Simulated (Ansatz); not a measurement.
```yaml
crystal:
  periodic: [false, false, false]
  atoms:
    - {symbol: Cl, position_ang: [-2.527590, -0.106550, -0.001357]}
    - {symbol: Al, position_ang: [-0.669575, 0.730681, 0.005955]}
    - {symbol: Ge, position_ang: [1.493928, -0.251153, -0.001812]}
    - {symbol: H, position_ang: [-0.835504, 2.288212, 0.018883]}
basis:
  gaussian: {orbitals: def2-TZVP}
magnetization: {spin_polarized: true, initial_magnetization: 3}
hamiltonian: {xc: pbe0}
relax: {f_tol: 0.004, max_steps: 80}
```

```sh
$ ansatz run in.yaml --threads 1 --pin off --events-out ev --progress --plain --max-ram 2176MiB
```

Steps of the relaxation (energy above the last step; positions in Å, forces in eV/Å):

```
4
step 1, 125.9 meV
Cl   -2.528   -0.107   -0.001   -0.862   -0.798   -0.007
Al   -0.670    0.731    0.006    0.142    0.858    0.007
Ge    1.494   -0.251   -0.002    0.425   -0.314   -0.003
H    -0.836    2.288    0.019    0.294    0.254    0.002
```

```
4
step 2, 11.8 meV
Cl   -2.537   -0.284   -0.003    0.346    0.207    0.002
Al   -0.729    0.817    0.007   -0.327    0.078    0.001
Ge    1.440   -0.278   -0.002    0.070   -0.102   -0.001
H    -0.712    2.407    0.020   -0.089   -0.183   -0.002
```

```
4
step 3, 0.6 meV
Cl   -2.501   -0.273   -0.003    0.091    0.050    0.000
Al   -0.719    0.836    0.007   -0.073    0.014    0.000
Ge    1.437   -0.318   -0.002   -0.012   -0.005    0.000
H    -0.756    2.415    0.020   -0.006   -0.059    0.000
```

```
4
step 4, 0.0 meV
Cl   -2.490   -0.272   -0.003   -0.001    0.000    0.000
Al   -0.718    0.841    0.007   -0.001    0.002    0.000
Ge    1.431   -0.324   -0.002    0.002    0.000    0.000
H    -0.761    2.416    0.020    0.001   -0.001    0.000
```

Close pairs at the end: Al2–H4 1.575 Å, Cl1–Al2 2.093 Å, Al2–Ge3 2.444 Å.

A stationary point of unrestricted PBE0 after 4 steps, with ⟨S²⟩ = 3.752 against 3.75 for a pure state; no frequencies were run, so it isn't proven a minimum. 19 s on 1 thread of AMD EPYC 9R45, shared host.
